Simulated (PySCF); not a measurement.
Compound: CH3NO.
SMILES with atom numbers: `[CH3:1][N:2]=[O:3]` (hydrogens: H4, H5, H6 on C1)

Computed geometry: GFN2-xTB, gas phase.

Task: Give the optimised bond lengths and angles.

Result: 
```json
{"bond": "C1–N2", "length (bohr)": "2.719"}
{"bond": "N2=O3", "length (bohr)": "2.287"}
{"bond": "C1–H4, C1–H5, C1–H6", "length (bohr)": "2.063"}
```

Bonds in one row agree within 0.02 bohr and their mean is given. A selection of angles:
```json
{"angle": "N2–C1–H4", "degrees": "106.6"}
{"angle": "N2–C1–H6", "degrees": "114.0"}
{"angle": "H4–C1–H5", "degrees": "106.8"}
{"angle": "H4–C1–H6", "degrees": "111.2"}
{"angle": "C1–N2–O3", "degrees": "117.1"}
```

Point group: Cs (every atom within 0.08 Å of its image). Not checked by GFN2-xTB frequencies.
